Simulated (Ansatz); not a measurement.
`F[SiH2]Cl` → H–F + `[SiH]Cl`  (silylene formation by 1,1-elimination)

Gas-phase electronic energies from Ansatz, PBE0-D4/def2-TZVP geometries. CCSD(T)/CBS is extrapolated from def2-TZVPP and def2-QZVPP, frozen cores. Functionals use def2-TZVPP. HSE06 is defined as in plane-wave codes.

```
              level  ΔE (kJ/mol)  difference from CCSD(T)/CBS
        LDA (SPW92)        344.2                          7.0
          r2SCAN-D4        352.9                         15.7
             B97M-V        338.2                          1.0
            PBE0-D4        333.6                         -3.6
         r2SCANh-D4        354.0                         16.8
         r2SCAN0-D4        355.7                         18.5
           HSE06-D4        332.9                         -4.3
           BHLYP-D4        347.0                          9.8
            ωB97M-V        329.9                         -7.3
           PBE-QIDH        348.2                         11.0
                PBE        315.6                        -21.6
             revPBE        302.0                        -35.2
               BLYP        305.4                        -31.8
               PBE0        331.0                         -6.2
            r2SCANh        353.2                         16.0
              HSE06        330.5                         -6.7
          CAM-B3LYP        340.8                          3.6
            LC-ωPBE        352.5                         15.3
 RPA@PBE/def2-TZVPP        312.6                        -24.6
        HF/def2-SVP        328.9                         -8.3
       MP2/def2-SVP        337.3                          0.1
      HF/def2-TZVPP        345.1                          7.9
    CCSD/def2-TZVPP        329.7                         -7.5
 CCSD(T)/def2-TZVPP        328.6                         -8.6
      HF/def2-QZVPP        347.6                         10.4
 SCS-MP2/def2-QZVPP        345.2                          8.0
    CCSD/def2-QZVPP        335.8                         -1.4
 CCSD(T)/def2-QZVPP        334.4                         -2.8
       HF/CBS(def2)        347.9                         10.7
      MP2/CBS(def2)        350.5                         13.3
    MP2/cc-pV(D+d)Z        326.5                        -10.7
   CCSD/cc-pV(D+d)Z        304.0                        -33.2
CCSD(T)/cc-pV(D+d)Z        303.8                        -33.4
     HF/cc-pV(T+d)Z        344.8                          7.6
   CCSD/cc-pV(T+d)Z        329.7                         -7.5
CCSD(T)/cc-pV(T+d)Z        328.8                         -8.4
     HF/cc-pV(Q+d)Z        349.3                         12.1
    MP2/cc-pV(Q+d)Z        352.8                         15.6
CCSD(T)/cc-pV(Q+d)Z        337.1                         -0.1
         HF/CBS(cc)        350.6                         13.4
        CCSD(T)/CBS        337.2                            0
```

Largest T1 diagnostic among the species: 0.013.

The D4 term adds +5.0 kJ/mol with B3LYP and +2.6 kJ/mol with PBE0; it sums over pairs of atoms, weighted by their polarisabilities, and B3LYP, whose exchange is more repulsive, gets the larger term. From BLYP to BHLYP (50 % exact exchange), in def2-TZVPP and without D4, ΔE moves by +38.1 kJ/mol. At CCSD(T), def2-SVP lies −21.6 kJ/mol from the extrapolated value and def2-TZVPP −8.5 kJ/mol.

B3LYP here is the variant with VWN-RPA as its local correlation; programs differ in this.
